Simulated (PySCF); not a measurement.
**CCSD(T)/STO-3G run of BCl (SMILES [B]Cl)**

Aim: the vertical singlet–triplet gap of BCl at CCSD(T)/STO-3G, from 2 runs. Input form: a Python script.

The calculation is run with PySCF 2.14.0.

12 further runs of the same task are left out: 3 that didn't finish, 9 set aside as unsound or not needed.

**1. The system as given**

The species is BCl (2 atoms), meant as a singlet with charge 0. SMILES: `[B]Cl`. The coordinates come from a GFN2-xTB relaxation.

Bond lengths: B1–Cl2 1.579 Å.

**2. A single-point energy at CCSD(T)/STO-3G**

calc.py reads:

```python
from pyscf import gto, scf, cc

mol = gto.M(
    atom='''
B      0.000000     0.000000     0.000000
Cl     0.000000     0.000000     1.578530
''',
    basis='sto-3g',
    max_memory=1860,
    charge=0,
    verbose=4,
    spin=0,
)

mf = scf.RHF(mol)
mf.conv_tol = 1e-10
mf.kernel()
if not mf.converged:
    mf = mf.newton().run(mf.mo_coeff, mf.mo_occ)

mycc = cc.CCSD(mf, frozen=6)
mycc.kernel()
e_t = mycc.ccsd_t()
e_final = mycc.e_tot + e_t
print('Final energy', e_final)
```

Run with:

```
OMP_NUM_THREADS=1 python calc.py
```

What it wrote:

```text
PySCF version 2.14.0

[INPUT] num. atoms = 2
[INPUT] num. electrons = 22
[INPUT] charge = 0
[INPUT] spin (= nelec alpha-beta = 2S) = 0
[INPUT] symmetry False subgroup None
[INPUT] Mole.unit = angstrom
[INPUT] Symbol           X                Y                Z      unit          X                Y                Z       unit  Magmom
[INPUT]  1 B      0.000000000000   0.000000000000   0.000000000000 AA    0.000000000000   0.000000000000   0.000000000000 Bohr   0.0
[INPUT]  2 Cl     0.000000000000   0.000000000000   1.578530000000 AA    0.000000000000   0.000000000000   2.982989379410 Bohr   0.0

nuclear repulsion = 28.4949053411719
number of shells = 8
number of NR pGTOs = 42
number of NR cGTOs = 14
basis = sto-3g
ecp = {}

******** <class 'pyscf.scf.hf.RHF'> ********
method = RHF
initial guess = minao
damping factor = 0
level_shift factor = 0
DIIS = <class 'pyscf.scf.diis.CDIIS'>
diis_start_cycle = 1
diis_space = 8
diis_damp = 0
SCF conv_tol = 1e-10
SCF conv_tol_grad = None
SCF max_cycles = 50
direct_scf = True
direct_scf_tol = 1e-13
Set gradient conv threshold to 1e-05
Initial guess from minao.
init E= -478.810273716307
  HOMO = -0.175283744764894  LUMO = 0.180307806030092  gap/eV = 9.67614
cycle= 1 E= -478.808854699918  delta_E= 0.00142  |g|= 0.184  |ddm|= 1.74
  HOMO = -0.316798193292147  LUMO = 0.228564228813901  gap/eV = 14.84007
cycle= 2 E= -478.824662538878  delta_E= -0.0158  |g|= 0.0395  |ddm|= 0.515
  HOMO = -0.28336882554641  LUMO = 0.260551999248266  gap/eV = 14.80084
cycle= 3 E= -478.82541935749  delta_E= -0.000757  |g|= 0.00971  |ddm|= 0.0716
  HOMO = -0.284479986950683  LUMO = 0.260189716976907  gap/eV = 14.82122
cycle= 4 E= -478.825498793826  delta_E= -7.94e-05  |g|= 0.00141  |ddm|= 0.0472
  HOMO = -0.284449937803848  LUMO = 0.260104601525265  gap/eV = 14.81808
cycle= 5 E= -478.825500537818  delta_E= -1.74e-06  |g|= 0.000223  |ddm|= 0.00614
  HOMO = -0.284504825057629  LUMO = 0.260114298469414  gap/eV = 14.81984
cycle= 6 E= -478.825500565234  delta_E= -2.74e-08  |g|= 1.14e-05  |ddm|= 0.000624
  HOMO = -0.284500748010148  LUMO = 0.260111467422477  gap/eV = 14.81965
cycle= 7 E= -478.825500565346  delta_E= -1.12e-10  |g|= 6.26e-07  |ddm|= 3.84e-05
  HOMO = -0.284500814767904  LUMO = 0.260111528547558  gap/eV = 14.81966
cycle= 8 E= -478.825500565346  delta_E= -1.71e-13  |g|= 1.66e-08  |ddm|= 1.73e-06
  HOMO = -0.284500819052849  LUMO = 0.260111533662735  gap/eV = 14.81966
Extra cycle  E= -478.825500565346  delta_E= -5.68e-14  |g|= 5.61e-09  |ddm|= 3.45e-08
converged SCF energy = -478.825500565346

******** <class 'pyscf.cc.ccsd.CCSD'> ********
CC2 = 0
CCSD nocc = 5, nmo = 8
frozen orbitals 6
max_cycle = 50
direct = 0
conv_tol = 1e-07
conv_tol_normt = 1e-05
diis_space = 6
diis_start_cycle = 0
diis_start_energy_diff = 1e+09
Init t2, MP2 energy = -478.86501386198  E_corr(MP2) -0.0395132966338575
Init E_corr(CCSD) = -0.0395132966338575
cycle = 1  E_corr(CCSD) = -0.048908015769961  dE = -0.00939471914  norm(t1,t2) = 0.0675517
cycle = 2  E_corr(CCSD) = -0.0549553219839232  dE = -0.00604730621  norm(t1,t2) = 0.0347952
cycle = 3  E_corr(CCSD) = -0.0604322512518871  dE = -0.00547692927  norm(t1,t2) = 0.0196732
cycle = 4  E_corr(CCSD) = -0.0607985446312858  dE = -0.000366293379  norm(t1,t2) = 0.0032069
cycle = 5  E_corr(CCSD) = -0.0606517747126527  dE = 0.000146769919  norm(t1,t2) = 0.00113827
cycle = 6  E_corr(CCSD) = -0.0606735631171274  dE = -2.17884045e-05  norm(t1,t2) = 0.000199941
cycle = 7  E_corr(CCSD) = -0.0606602183247073  dE = 1.33447924e-05  norm(t1,t2) = 3.78764e-05
cycle = 8  E_corr(CCSD) = -0.0606632154778274  dE = -2.99715312e-06  norm(t1,t2) = 1.1613e-05
cycle = 9  E_corr(CCSD) = -0.0606631411212551  dE = 7.43565722e-08  norm(t1,t2) = 1.15089e-06
CCSD converged
E(CCSD) = -478.8861637064672  E_corr = -0.06066314112125512
CCSD(T) correction = -0.00221316014861411
Final energy -478.8883768666159
```

Run time: 1.1 s. Hardware: 1 thread of Arm Neoverse N1, shared host; peak memory 0.1 GiB.

**3. The triplet**

start.xyz reads:

```xyz
2
BCl
B      0.000000     0.000000     0.000000
Cl     0.000000     0.000000     1.578530
```

calc.py reads:

```python
from pyscf import gto, cc

molecule = gto.Mole()
molecule.atom = 'start.xyz'
molecule.max_memory = 1860
molecule.spin = 2
molecule.basis = 'sto-3g'
molecule.verbose = 3
molecule.build()

myscf = molecule.UHF()
myscf.conv_tol = 1e-10
myscf.kernel()
if not myscf.converged:
    myscf = myscf.newton().run(myscf.mo_coeff, myscf.mo_occ)

mycc = cc.CCSD(myscf, frozen=6)
mycc.kernel()
e_t = mycc.ccsd_t()
e_final = mycc.e_tot + e_t
print('E(%s) = %.9f' % ('CCSD(T)', e_final))
```

Run with:

```
OMP_NUM_THREADS=1 python calc.py
```

What it wrote:

```text
WARN: HOMO 0.180307806030092 >= LUMO -0.175283744764894

converged SCF energy = -478.786627327066  <S^2> = 2.0067745  2S+1 = 3.0045129
E(UCCSD) = -478.8115128597152  E_corr = -0.02488553264923227
UCCSD(T) correction = -0.00113493731858633
E(CCSD(T)) = -478.812647797
```

Wall time 1.3 s (1 thread of Arm Neoverse N1, shared host); peak memory 0.12 GiB.

**4. Results**

Level: CCSD(T)/STO-3G, 6 core orbitals frozen.

| quantity | value |
| --- | --- |
| singlet: total energy | -478.88838 Eh |
| singlet: dipole moment (Hartree–Fock density) | 0.54 D |
| singlet: HOMO energy (Hartree–Fock orbitals) | -7.74 eV |
| singlet: LUMO energy (Hartree–Fock orbitals) | 7.08 eV |
| singlet: HOMO–LUMO gap (Hartree–Fock orbitals) | 14.82 eV |
| singlet: correlation energy (6 core orbitals frozen) | -62.9 mEh |
| singlet: (T) correction | -2.21 mEh |
| singlet: T1 diagnostic | 0.013 |
| triplet: total energy | -478.81265 Eh |
| triplet: dipole moment (Hartree–Fock density) | 1.39 D |
| triplet: HOMO energy (Hartree–Fock orbitals) (highest over α and β) | -6.10 eV |
| triplet: LUMO energy (Hartree–Fock orbitals) (lowest over α and β) | 5.99 eV |
| triplet: correlation energy (6 core orbitals frozen) | -26.0 mEh |
| triplet: (T) correction | -1.13 mEh |
| triplet: ⟨S²⟩ of the reference determinant | 2.007 |
| triplet: T1 diagnostic | 0.013 |
| vertical energy of the triplet above the singlet | 2.061 eV |

What this shows: At this shape the triplet lies 2.06 eV (199 kJ/mol) above the singlet. In a minimal basis such a difference can be off by several eV, whatever the method. The triples (singlet) make up 3.5 % of the correlation energy. The triples (triplet) make up 4.4 % of the correlation energy.
